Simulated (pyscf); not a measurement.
H₂B–F + hydrogen (H₂) -> H₂B–F + hydrogen (H₂) (four-centre exchange; singlet surface; B–H, H–H broken, B–H, H–H formed). Optimised with ωB97X-D3(BJ)/def2-SVP in PySCF. Energies in kJ/mol from the separated reactants.

```json
[
 {"level": "r²SCAN/def2-TZVP", "barrier": "…", "reaction energy": "0.0"},
 {"level": "B3LYP-D3(BJ)/def2-TZVP", "barrier": "87.8", "reaction energy": "0.0"},
 {"level": "PBE0-D3(BJ)/def2-TZVP", "barrier": "62.8", "reaction energy": "0.0"},
 {"level": "M06-2X/def2-TZVP", "barrier": "…", "reaction energy": "0.0"},
 {"level": "ωB97M-D3(BJ)/def2-TZVP", "barrier": "86.5", "reaction energy": "0.0"},
 {"level": "HF/def2-TZVP", "barrier": "161.9", "reaction energy": "0.0"}
]
```

What belongs in the gaps?


- r²SCAN/def2-TZVP, barrier: 64.4
- M06-2X/def2-TZVP, barrier: 97.5

The functionals in the table span 34.7 kJ/mol in this barrier, from PBE0-D3(BJ) to M06-2X. At the saddle there is also a short B–H contact that neither side keeps. This is the saddle that the search found; another between the same sides may lie lower.
